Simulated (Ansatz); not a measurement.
Consider the isomerisation: `C=CCCC` → `C=CC(C)C`.

Gas-phase electronic energies from Ansatz, PBE0-D4/def2-TZVP geometries. CCSD(T)/CBS is the MP2 limit (def2-TZVPP, def2-QZVPP) plus CCSD(T) − MP2 in def2-TZVPP, frozen cores. Functionals use def2-TZVPP. Each species was taken in one conformer, which may not be the lowest.

| species | r2SCAN-D4 energy (Eh) |
| --- | --- |
| `C=CCCC` | -196.47781 |
| `C=CC(C)C` | -196.47947 |

**Question.** Work out ΔE.

**Answer.** ΔE = (-196.47947) − (-196.47781) = -0.00166 Eh = -4.4 kJ/mol. CCSD(T)/CBS gives -5.1 kJ/mol.

Largest T1 diagnostic among the species: 0.009.

The D4 term adds −3.0 kJ/mol with B3LYP and −1.6 kJ/mol with PBE0; it sums over pairs of atoms, weighted by their polarisabilities, and B3LYP, whose exchange is more repulsive, gets the larger term. Leaving LDA and LC-ωPBE aside and taking each functional with its dispersion term where it has one, the values, not all of them listed here, spread over 1.8 kJ/mol, from revPBE-D4 to B2PLYP. LDA lies −3.1 kJ/mol from PBE without D4. In def2-TZVPP, CCSD(T) changes the Hartree–Fock value by −5.3 kJ/mol (the triples alone add −1.0 kJ/mol) and MP2 by −7.2 kJ/mol.

B3LYP here is the variant with VWN-RPA as its local correlation; programs differ in this.
